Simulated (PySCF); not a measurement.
difluoromethane cation (CH2F2), SMILES FCF (connectivity only; charge and spin as stated), charge +1, multiplicity 2.

The structure is a stationary point at ωB97X-D3(BJ)/def2-TZVP. The multiplicity is an assumed one; other spin states were not compared.

Computed with M06-2X/def2-TZVPD (PySCF).

Gas-phase values at a fixed geometry.

The total energy comes out as -238.53602 hartree. The point group is C2v and the α spin, highest occupied and lowest empty level is -20.21 and -5.26 eV. The β spin, highest occupied and lowest empty level is -22.38 and -13.74 eV, the dipole moment about the centre of nuclear charge is 3.83 D and the mean static polarisability is 16.7 bohr³ (2.48 Å³). The polarisability, principal values comes out as 14.0, 16.1, 20.1 bohr³ and the ⟨S²⟩ is 0.755 (pure state 0.75).
